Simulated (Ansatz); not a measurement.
Relaxation of CH$_{6}$AlN (9 atoms, charge 0, multiplicity 1), to a largest force component of 0.02 eV/Å in at most 40 steps.

Theory: Ansatz 0.2.0, RKS BLYP-D4/def2-SVP.

```xyz
9
Properties=species:S:1:pos:R:3:forces:R:3
Al 0.000 0.000 0.000 1.49 0.00 -1.42
H 0.000 0.000 1.560 0.02 -0.01 0.53
N 1.663 0.000 -0.960 -1.11 0.00 0.67
H 2.129 -0.918 -1.212 -0.17 1.65 0.10
H 2.114 0.918 -1.238 -0.16 -1.65 0.13
C -1.706 0.000 -0.985 0.46 0.05 0.02
H -2.266 -0.930 -0.756 -0.18 0.06 -0.03
H -2.310 0.880 -0.680 -0.19 -0.08 -0.03
H -1.504 0.051 -2.075 -0.16 -0.02 0.03
```

**Question.** Where does it end, and by what steps?

**Answer.** The forces met the threshold. After 10 steps the energy has fallen by 0.771 eV; H4 moved furthest, 1.15 Å.

| step | energy less start (eV) | largest force component (eV/Å) | accepted |
| --- | --- | --- | --- |
| 0 | 0.0000 | 1.652 | yes |
| 1 | -0.2145 | 0.782 | yes |
| 2 | -0.2951 | 0.893 | yes |
| 3 | -0.3863 | 1.368 | yes |
| 4 | -0.5085 | 1.120 | yes |
| 5 | -0.6062 | 0.653 | yes |
| 6 | -0.6942 | 0.850 | yes |
| 7 | -0.7626 | 0.176 | yes |
| 8 | -0.7698 | 0.126 | yes |
| 9 | -0.7711 | 0.039 | yes |
| 10 | -0.7713 | 0.009 | yes |

```xyz
9
Properties=species:S:1:pos:R:3
Al 0.021 -0.134 -0.028
H 0.117 -0.442 1.534
N 1.578 -0.006 -0.902
H 2.501 -0.120 -0.472
H 1.691 0.189 -1.901
C -1.675 0.096 -1.002
H -2.302 -0.819 -0.926
H -2.279 0.923 -0.569
H -1.532 0.314 -2.080
```

Run time: 13 s on 2 threads of Arm Neoverse V2, with other jobs on the host, peak memory 0.14 GiB.
